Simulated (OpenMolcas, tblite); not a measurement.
# SiN2H6 (SMILES NN[SiH3]): the HOMO–LUMO gap, rung by rung

The species is SiN2H6 (9 atoms), meant as a singlet with charge 0. As SMILES, `NN[SiH3]`. The shape is that of a PBE0-D4/def2-TZVP optimisation. This is one conformer, not always the lowest.

Quantity: the HOMO–LUMO gap, in eV. The values are calculated.

```csv
level,kind,program,value (eV)
IPEA1-xTB,semi-empirical,tblite,5.22
HF/6-311+G**,Hartree–Fock,OpenMolcas,12.21
SVWN5/6-311+G**,LDA,OpenMolcas,4.83
revPBE/6-311+G**,GGA,OpenMolcas,4.89
TPSS/6-311+G**,meta-GGA,OpenMolcas,5.19
M06-2X/6-311+G**,hybrid meta-GGA,OpenMolcas,8.61
B2PLYP/6-311+G**,double hybrid,OpenMolcas,8.96
```

The values span 4.83 to 12.21 eV. Orbital gaps aren't excitation energies, and those of double hybrids come from the SCF part alone; they tend to grow with the share of exact exchange.
